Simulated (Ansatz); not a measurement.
## Aluminium, fcc: convergence with Methfessel-Paxton smearing

Computed with Ansatz, PBE, scalar-relativistic PAW, on the relaxed cell (a = 4.040 Å; spin not included). Errors count from a run at 420 eV on a Γ-centred 22×22×22 mesh with Fermi-Dirac smearing of 0.1 eV, extrapolated to zero width. Fixed here: cutoff 420 eV, mesh 13×13×13. The SCF starts from atomic densities corrected by a trained network.

```tsv
width (eV)	E(σ→0) error (meV/atom)	F error (meV/atom)	P (GPa)	SCF iterations
0.01	5.5	5.5	0.12	3
0.03	5.4	5.4	0.10	3
0.1	5.2	5.2	0.00	3
0.2	5.1	5.1	-0.07	3
0.3	5.2	5.1	-0.09	3
0.6	5.1	4.2	0.00	3
1.0	2.9	2.0	0.07	3
```
